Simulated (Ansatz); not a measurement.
Rock-salt HfN, treated with LDA (Ansatz, an electronic-structure program, PAW).

Settings: plane-wave cutoff 520 eV, 22×22×22 k mesh, Fermi–Dirac smearing 0.05 eV, scalar-relativistic PAW data made under PBE.

Pressure at four volumes; x = ln(V/11.147 Å³). One pressure is withheld.

```
V (Å³/atom)        x  P (GPa)
-----------  -------  -------
10.478       -0.0619    21.30
11.147        0.0000     0.01
11.593        0.0392   -10.88
11.816        0.0583        ?
```

Pass a parabola P(x) through the three rows shown, estimate the bulk modulus and its pressure derivative near zero pressure, and predict the withheld pressure.

Slopes between the rows: (0.01 − (21.30))/(0.0000 − (-0.0619)) = -343.94 and (-10.88 − (0.01))/(0.0392 − (0.0000)) = -277.81 GPa. Their difference over the span 0.1011 is c = 66.13/0.1011 = 654.1 GPa, so P(x) = 21.30 + (-343.94)(x − (-0.0619)) + 654.1 (x − (-0.0619))(x − (0.0000)). At the middle row B = −dP/dx = −[-343.94 + 654.1 × 0.0619] = 303.5 GPa, and B′ = dB/dP = 2c/B = 4.3. At x = 0.0583 the parabola gives -15.46 GPa; the run gives -15.52 GPa. The Birch–Murnaghan fit to the energies at all volumes has B0 = 302 GPa and B′ = 4.3.

Measured, for comparison: bulk modulus 260 GPa (room temperature, no zero-point or thermal correction, our sources range from 260 to 306; as tabulated in Synthesis of Binary Transition Metal Nitrides, Carbides and Borides from the …). Computed (rounded) less measured: bulk modulus not scored (sources differ).

Spin–orbit coupling is not included.
